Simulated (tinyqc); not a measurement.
Worked calculation (part 1 of 2): G0W0 on RHF in the sto-6g basis, for H2O, spin multiplicity 1. Computed by tinyqc, a small Python program that keeps every step (integrals from PySCF). Settings: charge = 0, multiplicity = 1, basis = sto-6g, method = RHF, energy threshold = 1e-10, iteration cap = 84, orthogonalisation = symmetric, start = core, DIIS depth = 6. Command: `OMP_NUM_THREADS=1 python tinyqc.py 29763 29764 out.jsonl` (the two numbers bound the seeds that draw the settings). One thread of a shared host (Intel(R) Xeon(R) Processor @ 2.60GHz), about 0.1 s of CPU time with the checks. The early iterations of the SCF are left out here.

## One-electron integrals

Geometry (angstrom):
```
atom         x          y         z
O     0.000000   0.000000  0.000000
H     0.000000   0.700000  0.551000
H     0.000000  -0.731000  0.576000
```

Basis sto-6g: exponents (1/bohr^2) and contraction coefficients of normalised primitives:
```
element  l (shell)     exponent  coefficient
O            s (1)  1355.584234     0.009164
O            s (1)   248.544885     0.049361
O            s (1)    69.533902     0.168538
O            s (1)    23.886772     0.370563
O            s (1)     9.275933     0.416492
O            s (1)     3.820341     0.130334
O            s (2)    52.187762    -0.013253
O            s (2)    10.329320    -0.046992
O            s (2)     3.210345    -0.033785
O            s (2)     1.235135     0.250242
O            s (2)     0.536420     0.595117
O            s (2)     0.245881     0.240706
O            p (3)    52.187762     0.003760
O            p (3)    10.329320     0.037679
O            p (3)     3.210345     0.173897
O            p (3)     1.235135     0.418036
O            p (3)     0.536420     0.425860
O            p (3)     0.245881     0.101708
H            s (1)    35.523221     0.009164
H            s (1)     6.513144     0.049361
H            s (1)     1.822143     0.168538
H            s (1)     0.625955     0.370563
H            s (1)     0.243077     0.416492
H            s (1)     0.100112     0.130334
```

Overlap, kinetic and nuclear-attraction integrals over the contracted functions; the nuclear repulsion is the sum of Za Zb / Rab.

nuclear repulsion = 9.67069791 hartree

overlap S, order 1O 1s, 1O 2s, 1O 2px, 1O 2py, 1O 2pz, 2H 1s, 3H 1s:
```
[[1.000000, 0.231145, 0.000000, 0.000000, 0.000000, 0.064511, 0.058902],
 [0.231145, 1.000000, 0.000000, 0.000000, 0.000000, 0.521179, 0.494322],
 [0.000000, 0.000000, 1.000000, 0.000000, 0.000000, 0.000000, 0.000000],
 [0.000000, 0.000000, 0.000000, 1.000000, 0.000000, 0.325824, -0.315572],
 [0.000000, 0.000000, 0.000000, 0.000000, 1.000000, 0.256470, 0.248658],
 [0.064511, 0.521179, 0.000000, 0.325824, 0.256470, 1.000000, 0.283229],
 [0.058902, 0.494322, 0.000000, -0.315572, 0.248658, 0.283229, 1.000000]]
```

kinetic energy T (hartree), order 1O 1s, 1O 2s, 1O 2px, 1O 2py, 1O 2pz, 2H 1s, 3H 1s:
```
[[29.327197, -0.896024, 0.000000, 0.000000, 0.000000, 0.000690, -0.001331],
 [-0.896024, 0.842618, 0.000000, 0.000000, 0.000000, 0.162699, 0.141255],
 [0.000000, 0.000000, 2.531309, 0.000000, 0.000000, 0.000000, 0.000000],
 [0.000000, 0.000000, 0.000000, 2.531309, 0.000000, 0.263446, -0.237686],
 [0.000000, 0.000000, 0.000000, 0.000000, 2.531309, 0.207370, 0.187287],
 [0.000690, 0.162699, 0.000000, 0.263446, 0.207370, 0.768522, 0.016239],
 [-0.001331, 0.141255, 0.000000, -0.237686, 0.187287, 0.016239, 0.768522]]
```

nuclear attraction V (hartree), order 1O 1s, 1O 2s, 1O 2px, 1O 2py, 1O 2pz, 2H 1s, 3H 1s:
```
[[-62.420935, -6.420015, 0.000000, -0.001253, -0.022481, -2.057013, -1.876000],
 [-6.420015, -10.142044, 0.000000, -0.010766, -0.245118, -4.335118, -4.059084],
 [0.000000, 0.000000, -10.048452, 0.000000, 0.000000, 0.000000, 0.000000],
 [-0.001253, -0.010766, 0.000000, -10.221012, -0.006177, -2.435024, 2.314963],
 [-0.022481, -0.245118, 0.000000, -0.006177, -10.155475, -2.003200, -1.909216],
 [-2.057013, -4.335118, 0.000000, -2.435024, -2.003200, -6.133905, -1.873489],
 [-1.876000, -4.059084, 0.000000, 2.314963, -1.909216, -1.873489, -5.971578]]
```

core Hamiltonian H = T + V (hartree), order 1O 1s, 1O 2s, 1O 2px, 1O 2py, 1O 2pz, 2H 1s, 3H 1s:
```
[[-33.093738, -7.316039, 0.000000, -0.001253, -0.022481, -2.056323, -1.877331],
 [-7.316039, -9.299426, 0.000000, -0.010766, -0.245118, -4.172418, -3.917829],
 [0.000000, 0.000000, -7.517143, 0.000000, 0.000000, 0.000000, 0.000000],
 [-0.001253, -0.010766, 0.000000, -7.689703, -0.006177, -2.171577, 2.077277],
 [-0.022481, -0.245118, 0.000000, -0.006177, -7.624166, -1.795830, -1.721929],
 [-2.056323, -4.172418, 0.000000, -2.171577, -1.795830, -5.365383, -1.857251],
 [-1.877331, -3.917829, 0.000000, 2.077277, -1.721929, -1.857251, -5.203056]]
```

## Two-electron integrals

Functions are numbered as in S; the eight-fold symmetry (ij|kl) = (ji|kl) = (kl|ij) leaves the list below.

Two-electron integrals (ij|kl) in chemists' order, unique and non-zero (hartree):
```
(11|11) 4.787491    (21|11) 0.675884    (21|21) 0.121505    (22|11) 1.117379
(22|21) 0.249212    (22|22) 0.817383    (31|31) 0.025762    (32|31) 0.039145
(32|32) 0.180664    (33|11) 1.117381    (33|21) 0.249212    (33|22) 0.817382
(33|33) 0.880663    (41|41) 0.025762    (42|41) 0.039145    (42|42) 0.180664
(43|43) 0.047461    (44|11) 1.117381    (44|21) 0.249212    (44|22) 0.817382
(44|33) 0.785741    (44|44) 0.880663    (51|51) 0.025762    (52|51) 0.039145
(52|52) 0.180664    (53|53) 0.047461    (54|54) 0.047461    (55|11) 1.117381
(55|21) 0.249212    (55|22) 0.817382    (55|33) 0.785741    (55|44) 0.785741
(55|55) 0.880663    (61|11) 0.201708    (61|21) 0.034726    (61|22) 0.069564
(61|33) 0.069410    (61|41) 0.001326    (61|42) 0.002578    (61|44) 0.069694
(61|51) 0.001044    (61|52) 0.002029    (61|54) 0.000223    (61|55) 0.069586
(61|61) 0.010117    (62|11) 0.451413    (62|21) 0.101898    (62|22) 0.365290
(62|33) 0.359541    (62|41) 0.006330    (62|42) 0.044924    (62|44) 0.370190
(62|51) 0.004983    (62|52) 0.035362    (62|54) 0.008382    (62|55) 0.366139
(62|61) 0.029208    (62|62) 0.196013    (63|31) 0.011812    (63|32) 0.064796
(63|43) 0.009459    (63|53) 0.007445    (63|63) 0.029119    (64|11) 0.241532
(64|21) 0.055337    (64|22) 0.211566    (64|33) 0.201820    (64|41) 0.014917
(64|42) 0.089961    (64|44) 0.227110    (64|51) 0.002444    (64|52) 0.019808
(64|54) 0.012462    (64|55) 0.205768    (64|61) 0.016666    (64|62) 0.138101
(64|64) 0.125624    (65|11) 0.190121    (65|21) 0.043558    (65|22) 0.166533
(65|33) 0.158861    (65|41) 0.002444    (65|42) 0.019808    (65|44) 0.163877
(65|51) 0.013736    (65|52) 0.080388    (65|54) 0.013407    (65|55) 0.176860
(65|61) 0.013119    (65|62) 0.108706    (65|64) 0.075963    (65|65) 0.088913
(66|11) 0.564801    (66|21) 0.129813    (66|22) 0.527578    (66|33) 0.506260
(66|41) 0.011332    (66|42) 0.106477    (66|44) 0.545747    (66|51) 0.008920
(66|52) 0.083812    (66|54) 0.031082    (66|55) 0.530726    (66|61) 0.037687
(66|62) 0.344025    (66|64) 0.277480    (66|65) 0.218416    (66|66) 0.774999
(71|11) 0.184008    (71|21) 0.031687    (71|22) 0.063505    (71|33) 0.063366
(71|41) -0.001212   (71|42) -0.002360   (71|44) 0.063623    (71|51) 0.000955
(71|52) 0.001859    (71|54) -0.000202   (71|55) 0.063526    (71|61) 0.009096
(71|62) 0.025800    (71|64) 0.013276    (71|65) 0.011577    (71|66) 0.032757
(71|71) 0.008424    (72|11) 0.422263    (72|21) 0.095373    (72|22) 0.343266
(72|33) 0.337761    (72|41) -0.005950   (72|42) -0.042753   (72|44) 0.347949
(72|51) 0.004688    (72|52) 0.033687    (72|54) -0.008028   (72|55) 0.344087
(72|61) 0.026450    (72|62) 0.153373    (72|64) 0.073410    (72|65) 0.082959
(72|66) 0.226208    (72|71) 0.024964    (72|72) 0.174915    (73|31) 0.010915
(73|32) 0.060351    (73|43) -0.008944   (73|53) 0.007048    (73|63) 0.022003
(73|73) 0.025600    (74|11) -0.230070   (74|21) -0.052730   (74|22) -0.202431
(74|33) -0.193160   (74|41) 0.013858    (74|42) 0.084558    (74|44) -0.217171
(74|51) -0.002319   (74|52) -0.019074   (74|54) 0.011872    (74|55) -0.196961
(74|61) -0.013881   (74|62) -0.075408   (74|64) -0.014325   (74|65) -0.039734
(74|66) -0.096280   (74|71) -0.014480   (74|72) -0.125467   (74|74) 0.114787
(75|11) 0.181286    (75|21) 0.041549    (75|22) 0.159508    (75|33) 0.152203
(75|41) -0.002319   (75|42) -0.019074   (75|44) 0.157027    (75|51) 0.012742
(75|52) 0.075381    (75|54) -0.012746   (75|55) 0.169294    (75|61) 0.012076
(75|62) 0.084044    (75|64) 0.039281    (75|65) 0.066799    (75|66) 0.136536
(75|71) 0.011410    (75|72) 0.098863    (75|74) -0.070276   (75|75) 0.080974
(76|11) 0.186105    (76|21) 0.042406    (76|22) 0.163840    (76|33) 0.160191
(76|41) -0.000041   (76|42) -0.000454   (76|44) 0.163322    (76|51) 0.003350
(76|52) 0.027817    (76|54) -0.000123   (76|55) 0.168007    (76|61) 0.012030
(76|62) 0.086785    (76|64) 0.052126    (76|65) 0.054225    (76|66) 0.154806
(76|71) 0.010990    (76|72) 0.082566    (76|74) -0.051039   (76|75) 0.052374
(76|76) 0.046222    (77|11) 0.544683    (77|21) 0.125286    (77|22) 0.512798
(77|33) 0.492053    (77|41) -0.010736   (77|42) -0.103190   (77|44) 0.530448
(77|51) 0.008459    (77|52) 0.081309    (77|54) -0.030254   (77|55) 0.515892
(77|61) 0.034633    (77|62) 0.234163    (77|64) 0.096820    (77|65) 0.139497
(77|66) 0.360553    (77|71) 0.033192    (77|72) 0.321474    (77|74) -0.263777
(77|75) 0.207846    (77|76) 0.154806    (77|77) 0.774999
```

## Orthogonalisation

S = U s U^T; symmetric (Loewdin) form X = U s^(-1/2) U^T, so that X^T S X = 1.

eigenvalues of S: [0.308293, 0.385912, 0.887323, 1.000000, 1.088100, 1.333328, 1.997045]

X, order 1O 1s, 1O 2s, 1O 2px, 1O 2py, 1O 2pz, 2H 1s, 3H 1s:
```
[[1.022995, -0.141037, 0.000000, -0.000570, -0.010428, 0.021122, 0.020302],
 [-0.141037, 1.289942, 0.000000, 0.012401, 0.131432, -0.346648, -0.310635],
 [0.000000, 0.000000, 1.000000, 0.000000, 0.000000, 0.000000, 0.000000],
 [-0.000570, 0.012401, 0.000000, 1.129227, 0.004984, -0.261081, 0.245352],
 [-0.010428, 0.131432, 0.000000, 0.004984, 1.064209, -0.167763, -0.154357],
 [0.021122, -0.346648, 0.000000, -0.261081, -0.167763, 1.265400, -0.104025],
 [0.020302, -0.310635, 0.000000, 0.245352, -0.154357, -0.104025, 1.232901]]
```

## Iteration 8 (converged): orbitals

converged F (hartree), order 1O 1s, 1O 2s, 1O 2px, 1O 2py, 1O 2pz, 2H 1s, 3H 1s:
```
[[-20.498077, -4.965191, 0.000000, -0.001110, -0.030721, -1.394107, -1.273521],
 [-4.965191, -2.361761, 0.000000, -0.012387, -0.150751, -1.129442, -1.060913],
 [0.000000, 0.000000, -0.402546, 0.000000, 0.000000, 0.000000, 0.000000],
 [-0.001110, -0.012387, 0.000000, -0.363055, -0.011688, -0.410640, 0.397539],
 [-0.030721, -0.150751, 0.000000, -0.011688, -0.391198, -0.393147, -0.382527],
 [-1.394107, -1.129442, 0.000000, -0.410640, -0.393147, -0.677914, -0.459490],
 [-1.273521, -1.060913, 0.000000, 0.397539, -0.382527, -0.459490, -0.617649]]
```

Diagonalise F' = X^T F X, C = X C', fill 5 alpha and 5 beta electrons from the bottom; D = 2 C_occ C_occ^T. Each column has its largest component positive (the first on a tie).

F' = X^T F X (hartree):
```
[[-20.166613, -2.505566, 0.000000, 0.000775, -0.044573, -0.270849, -0.231893],
 [-2.505566, -1.148284, 0.000000, 0.006348, 0.119460, -0.583681, -0.536410],
 [0.000000, 0.000000, -0.402546, 0.000000, 0.000000, 0.000000, 0.000000],
 [0.000775, 0.006348, 0.000000, -0.024979, -0.003281, -0.509275, 0.492911],
 [-0.044573, 0.119460, 0.000000, -0.003281, -0.221691, -0.354176, -0.338386],
 [-0.270849, -0.583681, 0.000000, -0.509275, -0.354176, 0.044128, -0.126204],
 [-0.231893, -0.536410, 0.000000, 0.492911, -0.338386, -0.126204, 0.031478]]
```

orbital energies (hartree): [-20.501419, -1.303755, -0.645143, -0.467920, -0.402546, 0.643526, 0.788750]

coefficients C, order 1O 1s, 1O 2s, 1O 2px, 1O 2py, 1O 2pz, 2H 1s, 3H 1s:
```
[[0.996558, -0.220144, 0.005696, 0.098270, 0.000000, -0.124709, 0.023294],
 [0.016750, 0.820729, -0.033604, -0.549738, 0.000000, 0.949102, -0.199795],
 [0.000000, 0.000000, 0.000000, 0.000000, 1.000000, 0.000000, 0.000000],
 [0.000240, 0.012113, 0.613593, -0.010417, 0.000000, -0.158066, -1.000978],
 [0.003633, 0.148414, 0.016026, 0.785252, 0.000000, 0.738690, -0.131678],
 [-0.004380, 0.164361, 0.437990, 0.248868, 0.000000, -0.694046, 1.032702],
 [-0.003948, 0.148646, -0.440940, 0.271425, 0.000000, -0.947995, -0.723112]]
```

D after iteration 8, order 1O 1s, 1O 2s, 1O 2px, 1O 2py, 1O 2pz, 2H 1s, 3H 1s:
```
[[2.102563, -0.436402, 0.000000, 0.000088, 0.096413, -0.027193, -0.024994],
 [-0.436402, 1.954437, 0.000000, -0.009894, -0.620707, -0.033417, -0.024927],
 [0.000000, 0.000000, 2.000000, 0.000000, 0.000000, 0.000000, 0.000000],
 [0.000088, -0.009894, 0.000000, 0.753504, 0.006903, 0.536290, -0.543171],
 [0.096413, -0.620707, 0.000000, 0.006903, 1.277836, 0.453642, 0.456234],
 [-0.027193, -0.033417, 0.000000, 0.536290, 0.453642, 0.561608, -0.202258],
 [-0.024994, -0.024927, 0.000000, -0.543171, 0.456234, -0.202258, 0.580421]]
```

## Convergence

Stop when the energy changes by less than 1e-10 hartree and every element of the error matrix X^T (F D S - S D F) X is below 3e-06.

Course of the cycle:
```
iteration   E (hartree)     change  largest element of the error matrix
1          -73.91217645          -                             7.48e-01
2          -75.65725197  -1.75e+00                             6.63e-02
3          -75.66486314  -7.61e-03                             1.96e-02
4          -75.66538229  -5.19e-04                             2.88e-03
5          -75.66540433  -2.20e-05                             5.85e-04
6          -75.66540521  -8.79e-07                             5.66e-05
7          -75.66540521  -4.98e-09                             2.34e-06
8          -75.66540521  -1.03e-11                             1.84e-07
```

PySCF RHF in the same basis = -75.66540521 hartree

Converged in 8 iterations.

## Integrals over molecular orbitals

(pq|rs) = sum C_ip C_jq C_kr C_ls (ij|kl), one index at a time.

one-electron integrals over orbitals h = C^T H C (hartree):
```
[[-33.079778, 0.564269, -0.015148, -0.247622, 0.000000, 0.329136, -0.062410],
 [0.564269, -7.777084, 0.003150, 0.402105, 0.000000, -1.433121, 0.283273],
 [-0.015148, 0.003150, -6.515069, -0.049765, 0.000000, 0.305530, 1.664171],
 [-0.247622, 0.402105, -0.049765, -7.126246, 0.000000, -0.990156, 0.113482],
 [0.000000, 0.000000, 0.000000, 0.000000, -7.517143, 0.000000, 0.000000],
 [0.329136, -1.433121, 0.305530, -0.990156, 0.000000, -5.405137, -0.040239],
 [-0.062410, 0.283273, 1.664171, 0.113482, 0.000000, -0.040239, -5.634241]]
```

Two-electron integrals over orbitals (pq|rs), unique and non-zero (hartree):
```
(11|11) 4.760914    (21|11) -0.423115   (21|21) 0.061102    (22|11) 1.016812
(22|21) -0.013151   (22|22) 0.737115    (31|11) 0.011503    (31|21) -0.001333
(31|22) 0.001426    (31|31) 0.011630    (32|11) -0.003166   (32|21) 0.000769
(32|22) 0.007146    (32|31) 0.018209    (32|32) 0.147712    (33|11) 0.818124
(33|21) -0.004117   (33|22) 0.657879    (33|31) -0.000555   (33|32) -0.003711
(33|33) 0.648942    (41|11) 0.194804    (41|21) -0.024521   (41|22) 0.017583
(41|31) 0.000955    (41|32) 0.000046    (41|33) 0.006423    (41|41) 0.030330
(42|11) -0.125913   (42|21) 0.010185    (42|22) 0.012958    (42|31) -0.000062
(42|32) 0.000364    (42|33) 0.007166    (42|41) 0.018593    (42|42) 0.121229
(43|11) 0.011844    (43|21) -0.000546   (43|22) 0.003576    (43|31) -0.003849
(43|32) 0.016049    (43|33) 0.001848    (43|41) -0.000660   (43|42) -0.004810
(43|43) 0.046015    (44|11) 1.021613    (44|21) -0.014297   (44|22) 0.680937
(44|31) 0.000016    (44|32) -0.003282   (44|33) 0.611804    (44|41) -0.012287
(44|42) -0.104682   (44|43) 0.007210    (44|44) 0.806399    (51|51) 0.026738
(52|51) 0.032137    (52|52) 0.143595    (53|51) -0.000856   (53|52) -0.002792
(53|53) 0.029950    (54|51) -0.013823   (54|52) -0.047349   (54|53) 0.001761
(54|54) 0.057887    (55|11) 1.117075    (55|21) -0.011118   (55|22) 0.749298
(55|31) 0.000285    (55|32) -0.001312   (55|33) 0.640339    (55|41) 0.004803
(55|42) -0.064354   (55|43) 0.006474    (55|44) 0.739340    (55|55) 0.880663
(61|11) -0.260825   (61|21) 0.040647    (61|22) -0.001171   (61|31) -0.003333
(61|32) -0.003315   (61|33) 0.000326    (61|41) -0.003004   (61|42) 0.020426
(61|43) 0.000046    (61|44) -0.020050   (61|55) -0.006077   (61|61) 0.036381
(62|11) 0.325831    (62|21) -0.007673   (62|22) 0.145315    (62|31) -0.001759
(62|32) -0.008413   (62|33) 0.080016    (62|41) 0.019011    (62|42) 0.018651
(62|43) 0.006137    (62|44) 0.094663    (62|55) 0.161277    (62|61) 0.005643
(62|62) 0.103612    (63|11) -0.063954   (63|21) 0.001377    (63|22) -0.026818
(63|31) 0.003473    (63|32) -0.038232   (63|33) -0.016599   (63|41) -0.000197
(63|42) 0.012110    (63|43) -0.026100   (63|44) -0.026819   (63|55) -0.034031
(63|61) 0.000309    (63|62) -0.018780   (63|63) 0.071531    (64|11) 0.197883
(64|21) -0.001068   (64|22) 0.087091    (64|31) 0.001639    (64|32) 0.012712
(64|33) 0.040683    (64|41) 0.002256    (64|42) -0.026686   (64|43) 0.002650
(64|44) 0.114445    (64|55) 0.105146    (64|61) 0.000351    (64|62) 0.057849
(64|63) -0.020690   (64|64) 0.062404    (65|51) 0.016312    (65|52) 0.060038
(65|53) -0.005218   (65|54) -0.003651   (65|65) 0.039495    (66|11) 0.823948
(66|21) -0.007619   (66|22) 0.623411    (66|31) -0.002580   (66|32) -0.031025
(66|33) 0.582286    (66|41) 0.022061    (66|42) 0.059435    (66|43) -0.014421
(66|44) 0.555610    (66|55) 0.595787    (66|61) 0.007931    (66|62) 0.098051
(66|63) 0.011587    (66|64) 0.037798    (66|66) 0.615790    (71|11) 0.049916
(71|21) -0.008083   (71|22) -0.000639   (71|31) -0.015842   (71|32) -0.023311
(71|33) 0.001066    (71|41) 0.001120    (71|42) -0.003048   (71|43) 0.005676
(71|44) 0.003375    (71|55) 0.001123    (71|61) -0.003014   (71|62) 0.002299
(71|63) -0.004579   (71|64) -0.002232   (71|66) 0.003056    (71|71) 0.023377
(72|11) -0.065670   (72|21) 0.001403    (72|22) -0.028490   (72|31) -0.013504
(72|32) -0.034876   (72|33) -0.012876   (72|41) -0.002950   (72|42) 0.000627
(72|43) 0.034168    (72|44) -0.021516   (72|55) -0.031741   (72|61) 0.002385
(72|62) -0.009429   (72|63) -0.033095   (72|64) -0.013186   (72|66) -0.020876
(72|71) 0.017553    (72|72) 0.061894    (73|11) -0.354953   (73|21) 0.007419
(73|22) -0.128400   (73|31) -0.000244   (73|32) 0.010141    (73|33) -0.090562
(73|41) 0.001289    (73|42) 0.074661    (73|43) -0.001495   (73|44) -0.161648
(73|55) -0.182278   (73|61) 0.007157    (73|62) -0.075570   (73|63) 0.015037
(73|64) -0.068673   (73|66) -0.040217   (73|71) -0.001096   (73|72) 0.020787
(73|73) 0.147925    (74|11) -0.022696   (74|21) 0.000152    (74|22) -0.006859
(74|31) 0.010001    (74|32) 0.076728    (74|33) -0.007891   (74|41) -0.000712
(74|42) 0.000581    (74|43) -0.007252   (74|44) -0.013620   (74|55) -0.011558
(74|61) -0.002647   (74|62) -0.011739   (74|63) -0.038082   (74|64) 0.004246
(74|66) -0.023908   (74|71) -0.013363   (74|72) -0.014161   (74|73) 0.015565
(74|74) 0.067451    (75|51) -0.003088   (75|52) -0.011463   (75|53) -0.022977
(75|54) 0.001603    (75|65) -0.002891   (75|75) 0.024532    (76|11) 0.004330
(76|21) -0.000305   (76|22) -0.004966   (76|31) -0.009339   (76|32) -0.095693
(76|33) 0.008327    (76|41) -0.003079   (76|42) -0.010779   (76|43) -0.040089
(76|44) 0.011043    (76|55) 0.003358    (76|61) -0.000118   (76|62) -0.005152
(76|63) 0.057629    (76|64) -0.011865   (76|66) 0.029931    (76|71) 0.012242
(76|72) -0.010920   (76|73) -0.017955   (76|74) -0.052929   (76|76) 0.106258
(77|11) 0.878444    (77|21) -0.009183   (77|22) 0.632634    (77|31) 0.003773
(77|32) 0.034759    (77|33) 0.619225    (77|41) 0.004556    (77|42) -0.009744
(77|43) 0.015108    (77|44) 0.614670    (77|55) 0.629112    (77|61) -0.005818
(77|62) 0.071696    (77|63) -0.036555   (77|64) 0.040841    (77|66) 0.563706
(77|71) -0.003552   (77|72) -0.011142   (77|73) -0.084619   (77|74) 0.015325
(77|76) -0.028463   (77|77) 0.636920
```
